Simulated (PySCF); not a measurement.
**A diatomic session: AlH+**

The task here is to estimate one member of a computed series from the others.

Computed with PySCF 2.14.0. Level: Al x2c-SVPall, H x2c-SVPall, spin-free X2C with a Gaussian nucleus.

The first run:

A driver script around PySCF takes these settings:

```
atoms                         : Al, H
charge                        : 1
basis                         : Al x2c-SVPall, H x2c-SVPall
Hamiltonian                   : spin-free X2C with a Gaussian nucleus
basis functions               : 23
electrons treated             : 13
masses in u                   : 26.9815, 1.0078
levels                        : PBE0, PBE, r²SCAN, M06-2X, r²SCAN0, TPSS, ωB97X, HF, MP2, SCS-MP2, CCSD, CCSD(T)
grid                          : 80 radial by 434 angular points
occupations                   : held fixed by the projection of orbital angular momentum
dissociation limit            : Al+ + H, each in its ground configuration
starting distance in angstrom : 1.615
values of 2S to try           : 1, 3
```

The run is started by

```sh
> OMP_NUM_THREADS=1 python dia.py task.json out
```

Steps of the session up to this table: The job; PBE0 along the bond; Other states along the same grid; PBE (GGA); r²SCAN (meta-GGA); M06-2X (hybrid meta-GGA); r²SCAN0 (hybrid meta-GGA); TPSS; ωB97X (range-separated hybrid); UHF (mean field); Adding correlation.

One of the session's tables, all rows but one given; the rest of the session is left out.

| level | Re (Å) | ωe (cm⁻¹) | De (eV) |
| --- | --- | --- | --- |
| UHF | 1.592 | 1798 | 0.60 |
| UHF-MP2 | 1.588 | 1856 | 0.67 |
| UHF-SCS-MP2 | 1.588 | 1860 | 0.67 |
| UHF-CCSD | 1.612 | 1680 | 0.67 |
| UHF-CCSD(T) | 1.612 | 1683 | 0.68 |
| PBE | 1.644 | 1582 | 0.93 |
| TPSS | 1.620 | 1695 | 1.23 |
| r²SCAN | 1.617 | 1701 | 1.16 |
| PBE0 | ? | ? | ? |
| r²SCAN0 | 1.610 | 1721 | 1.12 |
| M06-2X | 1.611 | 1724 | 0.79 |
| ωB97X | 1.613 | 1728 | 0.83 |

Q: Estimate the row for PBE0 from the others.

**Answer.** Re (Å): 1.623; ωe (cm⁻¹): 1668; De (eV): 0.93. In the column «Re (Å)» it lies between TPSS (1.620) and PBE (1.644).

De is counted to Al+ + H in their ground configurations.
